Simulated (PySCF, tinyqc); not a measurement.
Worked calculation: RHF in the sto-3g basis, for BH2+, spin multiplicity 1. The lowest restricted solution is unstable here: a spin-polarised one lies 0.0186 hartree lower (PySCF). Computed by tinyqc, a small Python program that keeps every step (integrals from PySCF). Settings: charge = 1, multiplicity = 1, basis = sto-3g, energy threshold = 1e-08, iteration cap = 56, orthogonalisation = canonical, start = atomic densities, DIIS depth = 3, DIIS from iteration = 3, method = RHF. Command: `OMP_NUM_THREADS=1 python tinyqc.py 26114 26115 out.jsonl` (the two numbers bound the seeds that draw the settings). One thread of a shared host (Intel(R) Xeon(R) Processor @ 2.60GHz), about 0.1 s of CPU time with the checks. Later iterations appear only in the table of the cycle.

## One-electron integrals

Geometry (angstrom):
```
atom       x        y       z
B     0.0000   0.0000  0.0000
H     0.0000   1.4270  0.8890
H     0.0000  -1.4270  0.8890
```

Basis sto-3g: exponents (1/bohr^2) and contraction coefficients of normalised primitives:
```
element  l (shell)  exponent  coefficient
B            s (1)   48.7911       0.1543
B            s (1)    8.8874       0.5353
B            s (1)    2.4053       0.4446
B            s (2)    2.2370      -0.1000
B            s (2)    0.5198       0.3995
B            s (2)    0.1691       0.7001
B            p (3)    2.2370       0.1559
B            p (3)    0.5198       0.6077
B            p (3)    0.1691       0.3920
H            s (1)    3.4253       0.1543
H            s (1)    0.6239       0.5353
H            s (1)    0.1689       0.4446
```

Overlap, kinetic and nuclear-attraction integrals over the contracted functions; the nuclear repulsion is the sum of Za Zb / Rab.

nuclear repulsion = 3.332911 hartree

overlap S, lower triangle:
```
         1B 1s   1B 2s  1B 2px   1B 2py  1B 2pz   2H 1s   3H 1s
1B 1s   1.0000
1B 2s   0.2693  1.0000
1B 2px  0.0000  0.0000  1.0000
1B 2py  0.0000  0.0000  0.0000   1.0000
1B 2pz  0.0000  0.0000  0.0000   0.0000  1.0000
2H 1s   0.0223  0.2591  0.0000   0.2617  0.1630  1.0000
3H 1s   0.0223  0.2591  0.0000  -0.2617  0.1630  0.0247  1.0000
```

kinetic energy T (hartree), lower triangle:
```
          1B 1s   1B 2s  1B 2px   1B 2py  1B 2pz    2H 1s   3H 1s
1B 1s   10.8263
1B 2s   -0.0480  0.3592
1B 2px   0.0000  0.0000  1.1239
1B 2py   0.0000  0.0000  0.0000   1.1239
1B 2pz   0.0000  0.0000  0.0000   0.0000  1.1239
2H 1s   -0.0064  0.0101  0.0000   0.0517  0.0322   0.7600
3H 1s   -0.0064  0.0101  0.0000  -0.0517  0.0322  -0.0079  0.7600
```

nuclear attraction V (hartree), lower triangle:
```
           1B 1s    1B 2s   1B 2px   1B 2py   1B 2pz    2H 1s    3H 1s
1B 1s   -23.7769
1B 2s    -3.3089  -4.3983
1B 2px    0.0000   0.0000  -4.3295
1B 2py    0.0000   0.0000   0.0000  -4.4119
1B 2pz   -0.0098  -0.0979   0.0000   0.0000  -4.3615
2H 1s    -0.2749  -0.8879   0.0000  -0.8324  -0.5288  -2.9829
3H 1s    -0.2749  -0.8879   0.0000   0.8324  -0.5288  -0.0791  -2.9829
```

core Hamiltonian H = T + V (hartree), lower triangle:
```
           1B 1s    1B 2s   1B 2px   1B 2py   1B 2pz    2H 1s    3H 1s
1B 1s   -12.9506
1B 2s    -3.3569  -4.0391
1B 2px    0.0000   0.0000  -3.2056
1B 2py    0.0000   0.0000   0.0000  -3.2880
1B 2pz   -0.0098  -0.0979   0.0000   0.0000  -3.2376
2H 1s    -0.2813  -0.8778   0.0000  -0.7807  -0.4966  -2.2229
3H 1s    -0.2813  -0.8778   0.0000   0.7807  -0.4966  -0.0870  -2.2229
```

## Two-electron integrals

Functions are numbered as in S; the eight-fold symmetry (ij|kl) = (ji|kl) = (kl|ij) leaves the list below.

Two-electron integrals (ij|kl) in chemists' order, unique and non-zero (hartree):
```
(11|11) 2.9235      (21|11) 0.5184      (21|21) 0.1093      (22|11) 0.7442
(22|21) 0.1932      (22|22) 0.5448      (31|31) 0.0203      (32|31) 0.0300
(32|32) 0.1203      (33|11) 0.7425      (33|21) 0.1932      (33|22) 0.5447
(33|33) 0.5868      (41|41) 0.0203      (42|41) 0.0300      (42|42) 0.1203
(43|43) 0.0316      (44|11) 0.7425      (44|21) 0.1932      (44|22) 0.5447
(44|33) 0.5235      (44|44) 0.5868      (51|51) 0.0203      (52|51) 0.0300
(52|52) 0.1203      (53|53) 0.0316      (54|54) 0.0316      (55|11) 0.7425
(55|21) 0.1932      (55|22) 0.5447      (55|33) 0.5235      (55|44) 0.5235
(55|55) 0.5868      (61|11) 0.0426      (61|21) 0.0090      (61|22) 0.0159
(61|33) 0.0158      (61|41) 0.0005      (61|42) 0.0010      (61|44) 0.0160
(61|51) 3.31e-04    (61|52) 0.0006      (61|54) 9.00e-05    (61|55) 0.0159
(61|61) 0.0008      (62|11) 0.1308      (62|21) 0.0347      (62|22) 0.1115
(62|33) 0.1081      (62|41) 0.0032      (62|42) 0.0214      (62|44) 0.1153
(62|51) 0.0020      (62|52) 0.0134      (62|54) 0.0045      (62|55) 0.1109
(62|61) 0.0030      (62|62) 0.0358      (63|31) 0.0030      (63|32) 0.0151
(63|43) 0.0037      (63|53) 0.0023      (63|63) 0.0033      (64|11) 0.1154
(64|21) 0.0309      (64|22) 0.1047      (64|33) 0.0994      (64|41) 0.0053
(64|42) 0.0327      (64|44) 0.1128      (64|51) 0.0014      (64|52) 0.0110
(64|54) 0.0060      (64|55) 0.1017      (64|61) 0.0028      (64|62) 0.0390
(64|64) 0.0448      (65|11) 0.0719      (65|21) 0.0193      (65|22) 0.0652
(65|33) 0.0619      (65|41) 0.0014      (65|42) 0.0110      (65|44) 0.0656
(65|51) 0.0039      (65|52) 0.0220      (65|54) 0.0060      (65|55) 0.0680
(65|61) 0.0017      (65|62) 0.0243      (65|64) 0.0258      (65|65) 0.0194
(66|11) 0.3141      (66|21) 0.0845      (66|22) 0.3085      (66|33) 0.2928
(66|41) 0.0077      (66|42) 0.0723      (66|44) 0.3264      (66|51) 0.0048
(66|52) 0.0450      (66|54) 0.0209      (66|55) 0.3058      (66|61) 0.0074
(66|62) 0.1383      (66|64) 0.1617      (66|65) 0.1007      (66|66) 0.7746
(71|11) 0.0426      (71|21) 0.0090      (71|22) 0.0159      (71|33) 0.0158
(71|41) -0.0005     (71|42) -0.0010     (71|44) 0.0160      (71|51) 3.31e-04
(71|52) 0.0006      (71|54) -9.00e-05   (71|55) 0.0159      (71|61) 0.0007
(71|62) 0.0028      (71|64) 0.0024      (71|65) 0.0016      (71|66) 0.0068
(71|71) 0.0008      (72|11) 0.1308      (72|21) 0.0347      (72|22) 0.1115
(72|33) 0.1081      (72|41) -0.0032     (72|42) -0.0214     (72|44) 0.1153
(72|51) 0.0020      (72|52) 0.0134      (72|54) -0.0045     (72|55) 0.1109
(72|61) 0.0028      (72|62) 0.0213      (72|64) 0.0180      (72|65) 0.0142
(72|66) 0.0608      (72|71) 0.0030      (72|72) 0.0358      (73|31) 0.0030
(73|32) 0.0151      (73|43) -0.0037     (73|53) 0.0023      (73|63) 0.0017
(73|73) 0.0033      (74|11) -0.1154     (74|21) -0.0309     (74|22) -0.1047
(74|33) -0.0994     (74|41) 0.0053      (74|42) 0.0327      (74|44) -0.1128
(74|51) -0.0014     (74|52) -0.0110     (74|54) 0.0060      (74|55) -0.1017
(74|61) -0.0024     (74|62) -0.0180     (74|64) -0.0142     (74|65) -0.0118
(74|66) -0.0512     (74|71) -0.0028     (74|72) -0.0390     (74|74) 0.0448
(75|11) 0.0719      (75|21) 0.0193      (75|22) 0.0652      (75|33) 0.0619
(75|41) -0.0014     (75|42) -0.0110     (75|44) 0.0656      (75|51) 0.0039
(75|52) 0.0220      (75|54) -0.0060     (75|55) 0.0680      (75|61) 0.0016
(75|62) 0.0142      (75|64) 0.0118      (75|65) 0.0110      (75|66) 0.0418
(75|71) 0.0017      (75|72) 0.0243      (75|74) -0.0258     (75|75) 0.0194
(76|11) 0.0117      (76|21) 0.0031      (76|22) 0.0102      (76|33) 0.0099
(76|44) 0.0101      (76|51) 3.04e-04    (76|52) 0.0021      (76|55) 0.0106
(76|61) 2.63e-04    (76|62) 0.0027      (76|64) 0.0026      (76|65) 0.0020
(76|66) 0.0092      (76|71) 2.63e-04    (76|72) 0.0027      (76|74) -0.0026
(76|75) 0.0020      (76|76) 2.85e-04    (77|11) 0.3141      (77|21) 0.0845
(77|22) 0.3085      (77|33) 0.2928      (77|41) -0.0077     (77|42) -0.0723
(77|44) 0.3264      (77|51) 0.0048      (77|52) 0.0450      (77|54) -0.0209
(77|55) 0.3058      (77|61) 0.0068      (77|62) 0.0608      (77|64) 0.0512
(77|65) 0.0418      (77|66) 0.1854      (77|71) 0.0074      (77|72) 0.1383
(77|74) -0.1617     (77|75) 0.1007      (77|76) 0.0092      (77|77) 0.7746
```

## Orthogonalisation

S = U s U^T; canonical form X = U s^(-1/2), so that X^T S X = 1. Each column of U has its largest component positive (the first on a tie).

eigenvalues of S: 0.5282  0.6174  0.8634  1.0000  1.1156  1.3579  1.5176

X:
```
              1        2        3       4        5        6       7
1B 1s   -0.4634   0.0000   0.6879  0.0000  -0.5548   0.0000  0.2978
1B 2s    0.9089   0.0000  -0.3031  0.0000  -0.2755   0.0000  0.5132
1B 2px   0.0000   0.0000   0.0000  1.0000   0.0000   0.0000  0.0000
1B 2py   0.0000   0.8848   0.0000  0.0000   0.0000   0.6169  0.0000
1B 2pz   0.4053   0.0000   0.6626  0.0000   0.6401   0.0000  0.2254
2H 1s   -0.5866  -0.6469  -0.2776  0.0000   0.2269   0.4218  0.3578
3H 1s   -0.5866   0.6469  -0.2776  0.0000   0.2269  -0.4218  0.3578
```

## Starting guess

The start is atomic minimal-basis densities projected into this basis (PySCF's MINAO start) and scaled to the electron count of each spin; this density is not idempotent, so its energy is not variational and may lie below the converged one.

D at the start, lower triangle:
```
          1B 1s    1B 2s  1B 2px   1B 2py  1B 2pz   2H 1s   3H 1s
1B 1s    1.8634
1B 2s   -0.4757   1.7788
1B 2px   0.0000   0.0000  0.2746
1B 2py   0.0000   0.0000  0.0000   0.2473
1B 2pz   0.0094  -0.0299  0.0000   0.0000  0.2639
2H 1s   -0.0290   0.1067  0.0000   0.0415  0.0236  0.8304
3H 1s   -0.0290   0.1067  0.0000  -0.0415  0.0236  0.0149  0.8304
```

## Iteration 1: building the Fock matrix

J_ij = sum D_kl (ij|kl), K_ij = sum D_kl (ik|jl); F = H + J - 0.5 K; E = tr D H + tr D J / 2 - 0.25 tr D K + E_nn.

Coulomb J (hartree), lower triangle:
```
         1B 1s   1B 2s  1B 2px   1B 2py  1B 2pz   2H 1s   3H 1s
1B 1s   7.4605
1B 2s   1.5186  3.1819
1B 2px  0.0000  0.0000  3.1505
1B 2py  0.0000  0.0000  0.0000   3.2101
1B 2pz  0.0080  0.0777  0.0000   0.0000  3.1736
2H 1s   0.1253  0.6797  0.0000   0.6485  0.4125  2.1562
3H 1s   0.1253  0.6797  0.0000  -0.6485  0.4125  0.0620  2.1562
```

exchange K (hartree), lower triangle:
```
         1B 1s   1B 2s  1B 2px   1B 2py  1B 2pz   2H 1s   3H 1s
1B 1s   5.1650
1B 2s   0.9354  1.1920
1B 2px  0.0000  0.0000  0.4131
1B 2py  0.0000  0.0000  0.0000   0.4921
1B 2pz  0.0046  0.0460  0.0000   0.0000  0.4435
2H 1s   0.0854  0.3682  0.0000   0.2247  0.1439  0.7694
3H 1s   0.0854  0.3682  0.0000  -0.2247  0.1439  0.0650  0.7694
```

Fock matrix F (hartree), lower triangle:
```
          1B 1s    1B 2s   1B 2px   1B 2py   1B 2pz    2H 1s    3H 1s
1B 1s   -8.0726
1B 2s   -2.3059  -1.4532
1B 2px   0.0000   0.0000  -0.2617
1B 2py   0.0000   0.0000   0.0000  -0.3239
1B 2pz  -0.0041  -0.0432   0.0000   0.0000  -0.2857
2H 1s   -0.1987  -0.3822   0.0000  -0.2445  -0.1560  -0.4514
3H 1s   -0.1987  -0.3822   0.0000   0.2445  -0.1560  -0.0574  -0.4514
```

total energy of this density = -22.408443 hartree

This density is the starting one; it is not idempotent, so its energy is not variational and may lie below the converged one.

## Iteration 1: diagonalisation and new density

Diagonalise F' = X^T F X, C = X C', fill 3 alpha and 3 beta electrons from the bottom; D = 2 C_occ C_occ^T. Each column has its largest component positive (the first on a tie).

F' = X^T F X (hartree), lower triangle:
```
         1        2        3        4        5        6        7
1  -0.6716
2   0.0000  -0.0235
3   1.2678   0.0000  -3.0448
4   0.0000   0.0000   0.0000  -0.2617
5  -1.0804   0.0000   2.8474   0.0000  -3.3463
6   0.0000   0.0508   0.0000   0.0000   0.0000  -0.5180
7   0.6430   0.0000  -1.9162   0.0000   2.2003   0.0000  -2.3746
```

orbital energies (hartree): MO1 -8.0752, MO2 -0.9063, MO3 -0.5231, MO4 -0.3722, MO5 -0.2617, MO6 -0.0836, MO7 -0.0183

coefficients C:
```
            MO1      MO2      MO3      MO4     MO5      MO6      MO7
1B 1s    0.9943  -0.2647   0.0000   0.1190  0.0000  -0.1082   0.0000
1B 2s    0.0209   0.8853   0.0000  -0.4880  0.0000   0.4847   0.0000
1B 2px   0.0000   0.0000   0.0000   0.0000  1.0000   0.0000   0.0000
1B 2py   0.0000   0.0000   0.5241   0.0000  0.0000   0.0000   0.9427
1B 2pz   0.0014   0.0652   0.0000   0.6729  0.0000   0.7790   0.0000
2H 1s   -0.0024   0.1994   0.4852   0.4129  0.0000  -0.6248  -0.6009
3H 1s   -0.0024   0.1994  -0.4852   0.4129  0.0000  -0.6248   0.6009
```

D after iteration 1, lower triangle:
```
          1B 1s   1B 2s  1B 2px   1B 2py  1B 2pz    2H 1s   3H 1s
1B 1s    2.1173
1B 2s   -0.4270  1.5683
1B 2px   0.0000  0.0000  0.0000
1B 2py   0.0000  0.0000  0.0000   0.5494
1B 2pz  -0.0318  0.1155  0.0000   0.0000  0.0085
2H 1s   -0.1103  0.3529  0.0000   0.5086  0.0260   0.5503
3H 1s   -0.1103  0.3529  0.0000  -0.5086  0.0260  -0.3913  0.5503
```

## Iteration 2: building the Fock matrix

As before.

Coulomb J (hartree), lower triangle:
```
         1B 1s   1B 2s  1B 2px   1B 2py  1B 2pz   2H 1s   3H 1s
1B 1s   8.0734
1B 2s   1.6155  3.2707
1B 2px  0.0000  0.0000  3.2222
1B 2py  0.0000  0.0000  0.0000   3.3313
1B 2pz  0.0167  0.1170  0.0000   0.0000  3.2457
2H 1s   0.1335  0.6961  0.0000   0.6634  0.4227  2.1509
3H 1s   0.1335  0.6961  0.0000  -0.6634  0.4227  0.0634  2.1509
```

exchange K (hartree), lower triangle:
```
         1B 1s   1B 2s  1B 2px   1B 2py  1B 2pz    2H 1s   3H 1s
1B 1s   5.9252
1B 2s   1.0632  1.1978
1B 2px  0.0000  0.0000  0.2538
1B 2py  0.0000  0.0000  0.0000   0.8629
1B 2pz  0.0028  0.1587  0.0000   0.0000  0.2897
2H 1s   0.0908  0.4236  0.0000   0.4270  0.1346   0.7697
3H 1s   0.0908  0.4236  0.0000  -0.4270  0.1346  -0.0383  0.7697
```

Fock matrix F (hartree), lower triangle:
```
          1B 1s    1B 2s   1B 2px   1B 2py   1B 2pz    2H 1s    3H 1s
1B 1s   -7.8398
1B 2s   -2.2730  -1.3674
1B 2px   0.0000   0.0000  -0.1104
1B 2py   0.0000   0.0000   0.0000  -0.3881
1B 2pz   0.0054  -0.0603   0.0000   0.0000  -0.1368
2H 1s   -0.1931  -0.3936   0.0000  -0.3308  -0.1413  -0.4568
3H 1s   -0.1931  -0.3936   0.0000   0.3308  -0.1413  -0.0044  -0.4568
```

total energy of this density = -24.950082 hartree

## Iteration 2: diagonalisation and new density

As before.

F' = X^T F X (hartree), lower triangle:
```
         1       2        3        4        5        6        7
1  -0.5212
2   0.0000  0.0748
3   1.2261  0.0000  -2.8711
4   0.0000  0.0000   0.0000  -0.1104
5  -1.0558  0.0000   2.8318   0.0000  -3.1842
6   0.0000  0.0521   0.0000   0.0000   0.0000  -0.6530
7   0.6348  0.0000  -1.8491   0.0000   2.1694   0.0000  -2.3054
```

orbital energies (hartree): MO1 -7.8439, MO2 -0.8478, MO3 -0.6567, MO4 -0.2281, MO5 -0.1104, MO6 0.0378, MO7 0.0785

coefficients C:
```
            MO1      MO2      MO3      MO4     MO5      MO6      MO7
1B 1s    0.9928  -0.2566   0.0000   0.1449  0.0000  -0.1098   0.0000
1B 2s    0.0263   0.8355   0.0000  -0.5720  0.0000   0.4809   0.0000
1B 2px   0.0000   0.0000   0.0000   0.0000  1.0000   0.0000   0.0000
1B 2py   0.0000   0.0000   0.5524   0.0000  0.0000   0.0000   0.9264
1B 2pz   0.0005   0.0749   0.0000   0.6155  0.0000   0.8242   0.0000
2H 1s   -0.0033   0.2473   0.4668   0.4396  0.0000  -0.5884  -0.6153
3H 1s   -0.0033   0.2473  -0.4668   0.4396  0.0000  -0.5884   0.6153
```

D after iteration 2, lower triangle:
```
          1B 1s   1B 2s  1B 2px   1B 2py  1B 2pz    2H 1s   3H 1s
1B 1s    2.1029
1B 2s   -0.3766  1.3975
1B 2px   0.0000  0.0000  0.0000
1B 2py   0.0000  0.0000  0.0000   0.6103
1B 2pz  -0.0375  0.1252  0.0000   0.0000  0.0112
2H 1s   -0.1335  0.4131  0.0000   0.5157  0.0371   0.5581
3H 1s   -0.1335  0.4131  0.0000  -0.5157  0.0371  -0.3134  0.5581
```

## Iteration 8 (converged): orbitals

converged F (hartree), lower triangle:
```
          1B 1s    1B 2s   1B 2px   1B 2py   1B 2pz    2H 1s    3H 1s
1B 1s   -7.8621
1B 2s   -2.2825  -1.3464
1B 2px   0.0000   0.0000  -0.1156
1B 2py   0.0000   0.0000   0.0000  -0.4229
1B 2pz   0.0094  -0.0665   0.0000   0.0000  -0.1475
2H 1s   -0.1935  -0.4025   0.0000  -0.3359  -0.1500  -0.4578
3H 1s   -0.1935  -0.4025   0.0000   0.3359  -0.1500  -0.0204  -0.4578
```

As before.

F' = X^T F X (hartree), lower triangle:
```
         1       2        3        4        5        6        7
1  -0.4930
2   0.0000  0.0718
3   1.2190  0.0000  -2.8733
4   0.0000  0.0000   0.0000  -0.1156
5  -1.0682  0.0000   2.8426   0.0000  -3.2019
6   0.0000  0.0253   0.0000   0.0000   0.0000  -0.6662
7   0.6505  0.0000  -1.8566   0.0000   2.1627   0.0000  -2.3201
```

orbital energies (hartree): MO1 -7.8664, MO2 -0.8429, MO3 -0.6670, MO4 -0.2257, MO5 -0.1156, MO6 0.0466, MO7 0.0726

coefficients C:
```
            MO1      MO2      MO3      MO4     MO5      MO6      MO7
1B 1s    0.9927  -0.2488   0.0000   0.1510  0.0000  -0.1200   0.0000
1B 2s    0.0266   0.8035   0.0000  -0.5845  0.0000   0.5189   0.0000
1B 2px   0.0000   0.0000   0.0000   0.0000  1.0000   0.0000   0.0000
1B 2py   0.0000   0.0000   0.5862   0.0000  0.0000   0.0000   0.9054
1B 2pz   0.0000   0.0902   0.0000   0.6486  0.0000   0.7969   0.0000
2H 1s   -0.0033   0.2739   0.4437   0.4016  0.0000  -0.6036  -0.6321
3H 1s   -0.0033   0.2739  -0.4437   0.4016  0.0000  -0.6036   0.6321
```

D after iteration 8, lower triangle:
```
          1B 1s   1B 2s  1B 2px   1B 2py  1B 2pz    2H 1s   3H 1s
1B 1s    2.0947
1B 2s   -0.3470  1.2927
1B 2px   0.0000  0.0000  0.0000
1B 2py   0.0000  0.0000  0.0000   0.6873
1B 2pz  -0.0449  0.1449  0.0000   0.0000  0.0163
2H 1s   -0.1430  0.4401  0.0000   0.5203  0.0494   0.5439
3H 1s   -0.1430  0.4401  0.0000  -0.5203  0.0494  -0.2437  0.5439
```

## Convergence

Stop when the energy changes by less than 1e-08 hartree and every element of the error matrix X^T (F D S - S D F) X is below 3e-05.

Course of the cycle:
```
iteration  E (hartree)     change  largest element of the error matrix
1           -22.408443          -                             2.50e-01
2           -24.950082  -2.54e+00                             6.73e-02
3           -24.961627  -1.15e-02                             3.19e-02
4           -24.963715  -2.09e-03                             1.24e-02
5           -24.964222  -5.07e-04                             7.67e-04
6           -24.964224  -1.51e-06                             2.16e-04
7           -24.964224  -1.04e-07                             4.48e-05
8           -24.964224  -3.70e-09                             7.35e-06
```

PySCF RHF in the same basis = -24.964224 hartree

Converged in 8 iterations.

## Populations, bond orders and dipole

Mulliken: Z minus the diagonal of D S on the atom; Loewdin: the same with S^(1/2) D S^(1/2); Mayer order: 2 sum_s sum (D(s) S)_ij (D(s) S)_ji over the two atoms.

Charges (e):
```
atom  Mulliken  Loewdin
1B      0.5859   0.6251
2H      0.2071   0.1875
3H      0.2071   0.1875
```

Mayer bond orders:
```
pair   order
2-1   0.8959
3-1   0.8959
3-2   0.0612
```

dipole moment about the origin, x y z (debye): 0.0000  0.0000  0.7511
